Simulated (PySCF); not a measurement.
## Peak assignment

Numbering as in the mapped SMILES `[CH2:1]=[CH:2][c:3]1[cH:4][c:5]1=[O:6]`. Hydrogens are named by the atom that carries them. Ha(C1) is cis to C3; Hb(C1) is trans to C3.

- J couplings at B3LYP/pcJ-1 (without the spin–dipole term)
- GFN2-xTB structure
- GIAO PBE0/pcSseg-1 shieldings
- run in PySCF 2.14
- no relativistic terms, a single conformation, no solvent

δ = σ(ref) − σ, references computed at the same level: $^{13}$C (σ = 186.93 ppm) and $^{1}$H (σ = 31.72 ppm) against TMS.

Question: Assign these signals to the numbered atoms. $^{13}$C{$^{1}$H} NMR (computed): δ 172.8 (C), 155.2 (CH), 151.8 (C), 147.9 (CH2), 127.2 (CH).

Answer: 
| δ (ppm) | atoms | environment | reason |
| --- | --- | --- | --- |
| 172.8 | C3 | unsaturated ring carbon | – |
| 155.2 | C4 | unsaturated ring CH | – |
| 151.8 | C5 | ring carbonyl carbon | – |
| 147.9 | C1 | terminal =CH2 carbon | as expected for a trigonal carbon in a double bond |
| 127.2 | C2 | alkene CH | as expected for a trigonal carbon in a double bond |

Question: Assign these signals to the numbered atoms. $^{1}$H NMR (500 MHz, computed): δ 8.66 (d, J = 1.9 Hz, 1H), 6.82 (m, 1H), 6.68 (m, 1H), 6.63 (m, 1H).

Answer: 
| δ (ppm) | atoms | environment | reason |
| --- | --- | --- | --- |
| 8.66 | H(C4) | hydrogen on a unsaturated ring CH | – |
| 6.82 | Ha(C1) | hydrogen on a terminal =CH2 carbon | attached to an sp2 carbon and in the plane of the double bond |
| 6.68 | H(C2) | hydrogen on an alkene CH | olefinic region |
| 6.63 | Hb(C1) | hydrogen on a terminal =CH2 carbon | attached to an sp2 carbon and in the plane of the double bond |

H(C2) and Hb(C1) lie closer than the usual error of such a calculation, so a measured spectrum could show them in the other order.

Multiplet labels drop couplings under 1 Hz and merge nearly equal ones. Unscaled 3J(H,H) at this level run about 10 % above measured values. Shifts are as computed. Against solution values, carbons near 30 ppm lie about +3 ppm off and those near 130 ppm about +5 ppm. Of 1211 compounds with measured shifts, 218 miss one by over three times the rms of a fit or turn the order of signals round; such compounds aren't used in these exercises.
